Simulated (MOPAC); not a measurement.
MOPAC input (AM1):

```
AM1 1SCF CHARGE=1 GEO-OK AUX(PRECISION=9) THREADS=1
NO2

N     0.00073453 1   -0.00649234 1    0.32080948 1
O     0.02743334 1    1.09989995 1   -0.11821611 1
O    -0.02807606 1   -1.09421916 1   -0.16249219 1
```

Problem. What heat of formation does the run end on, and which ionisation energy by Koopmans theorem?

Solution. 259.13 kcal/mol; 22.05 eV.
